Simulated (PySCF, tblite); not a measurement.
# CH7AlSi: dynamics, then NMR shifts and electronic excitations on frames, part 2 of 2

tblite 0.8.0 and PySCF 2.14.0. Atoms count from 0. The steps go on from the part before.

**10. Excited states and response: 800 fs, PBE0/def2-SVPD**

Job settings and geometry (Å):

```
{"job": {"kind": "uv", "xc": "PBE0", "basis": "def2-SVPD", "nstates": 5, "ntriplets": 0}, "charge": 0, "multiplicity": 1}
Al     1.522800    -0.266100    -0.201800
C     -0.467000    -0.185200    -0.048300
Si    -1.133400     0.803600     1.440800
H      2.637700     0.169500     0.802000
H      1.995900    -0.939200    -1.509300
H     -0.741600     0.406400    -0.900300
H     -0.935600    -1.156400    -0.020800
H     -2.593500     0.520400     1.460500
H     -0.977000     2.265600     1.325100
H     -0.315300     0.258700     2.619600
```

Level: TDDFT PBE0/def2-SVPD, vertical, gas phase, core orbitals frozen in the response.

The program printed:

```text
coarse grid: 8680 points
cycle   1  E = -573.6024937347  dE = -2.161e-01  |g| = 3.829e-01  |ddm| = 3.093e+00
cycle   2  E = -573.5777421666  dE =  2.475e-02  |g| = 4.704e-01  |ddm| = 9.969e-01
cycle   3  E = -573.6422074656  dE = -6.447e-02  |g| = 3.951e-02  |ddm| = 6.044e-01
cycle   4  E = -573.6427684820  dE = -5.610e-04  |g| = 5.081e-03  |ddm| = 8.342e-02
cycle   5  E = -573.6427779067  dE = -9.425e-06  |g| = 1.199e-03  |ddm| = 1.325e-02
final grid: 72632 points
cycle   6  E = -573.7179512212  dE = -7.342e-06  |g| = 4.522e-03  |ddm| = 2.860e-02
cycle   7  E = -573.7179467561  dE =  4.465e-06  |g| = 6.023e-03  |ddm| = 1.191e-02
cycle   8  E = -573.7179568814  dE = -1.013e-05  |g| = 2.738e-04  |ddm| = 6.880e-03
cycle   9  E = -573.7179569094  dE = -2.803e-08  |g| = 3.417e-05  |ddm| = 5.138e-04
cycle  10  E = -573.7179569098  dE = -4.255e-10  |g| = 8.052e-06  |ddm| = 8.247e-05
converged SCF energy = -573.7179569098

Static polarisability (au): isotropic 70.351, principal 58.783 67.490 84.781

Singlet excitations
state   eV       nm        f      main configurations
  1   4.7998    258.3   0.00098   H->L 0.99
  2   5.3713    230.8   0.00090   H-1->L 0.97
  3   6.2216    199.3   0.00038   H-2->L 0.95
  4   6.4904    191.0   0.04189   H->L+1 0.98
  5   7.0888    174.9   0.00116   H-3->L 0.96
```

It took 7.9 s on 1 thread of Arm Neoverse N1, shared host; peak memory 0.55 GiB.

In short: HOMO -7.73 eV, LUMO -1.48 eV; lowest singlet 4.80 eV.

**11. Nuclear shieldings: 1000 fs, PBE0/pcSseg-1**

Job settings and geometry (Å):

```
{"job": {"kind": "nmr", "xc": "PBE0", "basis": "pcSseg-1", "pop": false}, "charge": 0, "multiplicity": 1}
Al     0.967000     0.155900    -0.532100
C     -0.827100    -0.245600     0.260000
Si    -1.679300     1.271600     1.225800
H      1.773000    -0.817400    -1.414700
H      1.498000     1.579600    -0.307600
H     -1.478500    -0.453200    -0.595700
H     -0.801500    -1.118300     0.842400
H     -3.143100     1.243300     1.147500
H     -1.204400     2.599000     0.730400
H     -1.282300     1.186500     2.650900
```

Method: GIAO PBE0/pcSseg-1 NMR shielding, non-relativistic, gas phase.

The program printed:

```text
coarse grid: 8680 points
cycle   1  E = -573.8348929316  dE = -2.436e-01  |g| = 3.778e-01  |ddm| = 2.673e+00
cycle   2  E = -573.8122102477  dE =  2.268e-02  |g| = 4.628e-01  |ddm| = 6.879e-01
cycle   3  E = -573.8721117482  dE = -5.990e-02  |g| = 4.075e-02  |ddm| = 4.503e-01
cycle   4  E = -573.8726555648  dE = -5.438e-04  |g| = 6.864e-03  |ddm| = 5.879e-02
cycle   5  E = -573.8726639719  dE = -8.407e-06  |g| = 1.027e-03  |ddm| = 8.184e-03
final grid: 72632 points
cycle   6  E = -573.8889100937  dE = -8.591e-06  |g| = 4.473e-03  |ddm| = 1.083e-02
cycle   7  E = -573.8889059783  dE =  4.115e-06  |g| = 5.821e-03  |ddm| = 8.539e-03
cycle   8  E = -573.8889151181  dE = -9.140e-06  |g| = 3.926e-04  |ddm| = 5.110e-03
cycle   9  E = -573.8889151523  dE = -3.422e-08  |g| = 4.073e-05  |ddm| = 4.260e-04
cycle  10  E = -573.8889151528  dE = -4.350e-10  |g| = 1.099e-05  |ddm| = 6.640e-05
converged SCF energy = -573.8889151528

GIAO shielding tensors (ppm)
atom      isotropic    diamagn.    paramagn.     s11        s22        s33       span
  0 Al     258.240     795.487    -537.247    182.836    228.083    363.799    180.963
  1 C      197.521     255.067     -57.546    180.055    199.353    213.156     33.101
  2 Si     418.478     877.828    -459.350    372.236    413.797    469.400     97.165
  3 H       26.086      29.147      -3.061     23.778     24.263     30.217      6.438
  4 H       26.301      29.803      -3.502     24.080     24.935     29.887      5.807
  5 H       32.446      31.442       1.004     26.763     30.121     40.454     13.692
  6 H       32.971      32.522       0.450     27.621     30.053     41.241     13.620
  7 H       27.483      27.820      -0.337     23.922     25.590     32.937      9.015
  8 H       27.204      28.095      -0.890     23.952     25.753     31.907      7.955
  9 H       27.357      28.071      -0.714     24.331     25.334     32.404      8.073
```

Run time: 6.5 s. Hardware: 1 thread of Arm Neoverse N1, shared host; peak memory 0.46 GiB.

This run: δ C1 -10.6, Al0 231.7, Si2 -69.3, H3 5.63, H4 5.42 ppm.

**12. Ultraviolet spectrum: 1000 fs, PBE0/def2-SVPD**

Settings changed since step 11:

```diff
@@ -1,2 +1,2 @@
-{"job": {"kind": "nmr", "xc": "PBE0", "basis": "pcSseg-1", "pop": false}, "charge": 0, "multiplicity": 1}
+{"job": {"kind": "uv", "xc": "PBE0", "basis": "def2-SVPD", "nstates": 5, "ntriplets": 0}, "charge": 0, "multiplicity": 1}
 Al     0.967000     0.155900    -0.532100
```

Level: TDDFT PBE0/def2-SVPD, vertical, gas phase, core orbitals frozen in the response.

The program printed:

```text
coarse grid: 8680 points
cycle   1  E = -573.6077352595  dE = -2.558e-01  |g| = 3.634e-01  |ddm| = 3.119e+00
cycle   2  E = -573.5866202261  dE =  2.112e-02  |g| = 4.428e-01  |ddm| = 9.169e-01
cycle   3  E = -573.6436273969  dE = -5.701e-02  |g| = 4.078e-02  |ddm| = 5.443e-01
cycle   4  E = -573.6442241889  dE = -5.968e-04  |g| = 5.100e-03  |ddm| = 8.084e-02
cycle   5  E = -573.6442341802  dE = -9.991e-06  |g| = 8.975e-04  |ddm| = 1.275e-02
final grid: 72632 points
cycle   6  E = -573.7193287179  dE = -8.211e-06  |g| = 4.435e-03  |ddm| = 2.963e-02
cycle   7  E = -573.7193240375  dE =  4.680e-06  |g| = 6.002e-03  |ddm| = 1.140e-02
cycle   8  E = -573.7193342126  dE = -1.018e-05  |g| = 2.559e-04  |ddm| = 6.672e-03
cycle   9  E = -573.7193342360  dE = -2.339e-08  |g| = 3.942e-05  |ddm| = 4.675e-04
cycle  10  E = -573.7193342365  dE = -5.493e-10  |g| = 8.719e-06  |ddm| = 9.059e-05
converged SCF energy = -573.7193342365

Static polarisability (au): isotropic 70.668, principal 58.587 66.172 87.244

Singlet excitations
state   eV       nm        f      main configurations
  1   5.0247    246.7   0.00128   H->L 0.98
  2   5.3409    232.1   0.00003   H-1->L 0.98
  3   6.5124    190.4   0.00116   H-2->L 0.94
  4   6.8313    181.5   0.12790   H->L+1 0.97
  5   6.9977    177.2   0.00134   H-3->L 0.98
```

It took 7.9 s on 1 thread of Arm Neoverse N1, shared host; peak memory 0.56 GiB.

In short: HOMO -7.92 eV, LUMO -1.44 eV; lowest singlet 5.02 eV.

**13. Side by side: NMR shifts**

Shifts (ppm) of some atoms, chosen among heavy atoms and hydrogens apart, with basis size and wall time:

```tsv
frame	C1	H9	H7	H6	H5	Al0	Si2	functions	time
250 fs	-7.3	4.08	3.57	0.98	-1.21	217.5	-78.7	100	6.8 s
425 fs	-5.3	4.01	4.80	0.91	-0.12	236.2	-74.7	100	6.4 s
625 fs	-15.2	3.47	3.86	-0.62	-1.31	224.8	-71.3	100	6.5 s
800 fs	-11.0	5.23	4.79	-0.41	-1.05	228.2	-66.8	100	6.4 s
1000 fs	-10.6	4.36	4.23	-1.25	-0.73	231.7	-69.3	100	6.5 s
```

**14. Comparing the runs: electronic excitations**

Excitations and ground-state properties, with basis size and wall time:

```tsv
frame	lowest singlet (eV)	brightest (eV)	f	gap (eV)	α (Å³)	μ (D)	functions	time
250 fs	5.23	6.93	0.066	6.66	10.40	0.43	124	8.1 s
425 fs	4.81	6.62	0.086	6.21	10.42	0.66	124	8 s
625 fs	4.86	6.72	0.109	6.28	10.22	0.71	124	8.1 s
800 fs	4.80	6.49	0.042	6.25	10.42	0.45	124	7.9 s
1000 fs	5.02	6.83	0.128	6.48	10.47	0.93	124	7.9 s
```

**15. What came out**

What follows sums up all 2 parts.

| quantity | value |
| --- | --- |
| thermostat | 200 K |
| mean temperature, second half | 211 K |
| mean potential energy above the minimum | 0.20 eV |
| 13C shifts against TMS (PBE0/pcSseg-1, 250 fs) | -7.3 ppm |
| 1H shifts against TMS (PBE0/pcSseg-1, 250 fs) | 5.70, 5.54, 4.27, 4.08, 3.57, 0.98, -1.21 ppm |
| 27Al shifts against AlH4- (PBE0/pcSseg-1, 250 fs) | 217.5 ppm |
| 29Si shifts against TMS (PBE0/pcSseg-1, 250 fs) | -78.7 ppm |
| lowest singlet (PBE0/def2-SVPD, 250 fs) | 5.23 eV (237 nm), f = 0.003 |
| brightest single state of those computed | state 4, 6.93 eV, f = 0.066 |
| range of the shift of Al0 | 217.5 to 236.2 ppm |
| range of the lowest singlet | 4.80 to 5.23 eV |

In words: In the second half the potential energy averages 0.20 eV above the minimum; equipartition over 24 harmonic modes at 200 K would give 0.21 eV. With 10 atoms the temperature swings widely (99 to 282 K). Shifts at one fixed geometry are not the observed spectrum, which averages over the motion. In the first frame run (250 fs): The widest tensor belongs to Al0: span 183 ppm, with a paramagnetic part of -522 ppm. The first singlet state (HOMO→LUMO 0.98) lies at 5.23 eV and is weak; of the 5 states computed, the strongest absorption comes from state 4 at 6.93 eV. In ppm, Al0 moves most: its shift spreads over 18.7 ppm, from 217.5 (250 fs) to 236.2 (425 fs). The lowest singlet runs from 4.80 eV (800 fs) to 5.23 eV (250 fs), while the orbital gap spans 6.21 to 6.66 eV. The lowest state need not be the same one in every run.
